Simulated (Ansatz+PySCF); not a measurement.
Values are calculated unless marked as measured or tabulated.
## PySCF 2.14.0 run

```python
from pyscf import gto, dft

mol = gto.M(atom="""
C 0.000000 0.000000 -0.759560
C 0.000000 0.000000 0.759560
H 0.000000 -1.023960 -1.165110
H -0.886780 0.511980 -1.165110
H 0.886780 0.511980 -1.165110
H 0.000000 1.023960 1.165110
H -0.886780 -0.511980 1.165110
H 0.886780 -0.511980 1.165110
""", basis='def2-svp', charge=0, spin=0)
mf = dft.RKS(mol, xc='pbe0')
mf.kernel()
print(mf.converged, mf.e_tot, mf.spin_square()[0])
```

The script is written out from the run's settings.

The run gave:

```json
{"Converged": "yes", "Total energy": "-79.66409 hartree", "Spin squared of the determinant": "0.000", "Cycles": "6"}
```
